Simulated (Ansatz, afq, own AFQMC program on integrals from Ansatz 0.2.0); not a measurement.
## Atomization energy of CHSi, quartet

| atom | x (Å) | y (Å) | z (Å) |
| --- | --- | --- | --- |
| Si | 0.0000 | -0.0832 | 0.5272 |
| C | 0.0000 | 0.0762 | -1.3058 |
| H | 0.0000 | 1.4109 | 0.8685 |

Connectivity, by distances: SiH–C.

Atoms in their ground-state spins without spin–orbit coupling (mostly on UHF) minus the molecule (UHF), without zero-point energy. The geometry is a stationary point, not shown to be a minimum.

Basis cc-pVDZ. Noble-gas cores (and the filled d shells of Ga–Kr and In–Xe) are frozen. Integrals, coupled cluster, full CI and functionals: Ansatz 0.2.0; the random walks run on the same integrals in our own AFQMC program. ph-AFQMC/CISD is guided by a CISD state made of CCSD amplitudes; releasing the constraint for a short imaginary time cuts its bias at the price of noise, slowly where states lie close. Free AFQMC starts from the CCSD state and is never constrained. Its projection time is finite, and what remains of the start isn't in its error. Error bars are statistical, one sigma. The errors of all members are added in quadrature.

No full CI on the walks' own integrals is used here; CCSDTQ serves as the reference and is uncertain by about the last step of the cluster series. Each member takes its own surest rung, up to full CI.

Errors are counted within cc-pVDZ, not against nature.

Cautions: CHSi (quartet): another spin lies lower, an unrestricted solution with more broken spin lies lower, raised T1 diagnostic (T1 0.048, weight of the determinant 0.84, largest double 0.09), the ph-AFQMC/CISD walk drifts between its halves (2.5 errors), released walk and highest rung disagree (by 12 meV at 2.40 1/Eh), its ph-AFQMC/CISD value lies 28 ± 3 meV above CCSDTQ.

Reference (CCSDTQ): 127.7 kcal/mol.

| level | atomization energy (kcal/mol) | error against CCSDTQ (kcal/mol) |
| --- | --- | --- |
| HF | 98.0 | -29.7 |
| MP2 | 124.1 | -3.6 |
| CCSD | 124.0 | -3.7 |
| CCSD(T) | 126.6 | -1.1 |
| CCSDT | 127.4 | -0.3 |
| CCSDT(Q) | 127.7 | 0.0 |
| ph-AFQMC/HF | 130.9 ± 0.6 | 3.3 ± 0.6 |
| ph-AFQMC/CISD | 127.2 ± 0.08 | -0.5 ± 0.08 |
| released AFQMC | 127.4 ± 0.09 | -0.2 ± 0.09 |
| free AFQMC | 127.6 ± 0.1 | -0.1 ± 0.1 |

Correlation beyond CCSD(T) adds 1.1 kcal/mol. The perturbative (T) step is worth +2.7 kcal/mol.

CCSDT and higher add their correlation energy to the determinant of the CCSD(T) run, since their own runs factorise the integrals more tightly (a shift of under 2 meV). Free projections are given only where their last times agree within the noise and don't stop above the reference; a slow remainder of the start can still hide under it. A walk keeps the symmetry of its determinant, which the program's search chose and which needn't be the lowest solution, so a lower state of the same spin and another symmetry isn't excluded. Released energies are given only where the last usable release times agree within the noise; a slower fall can still hide under it.
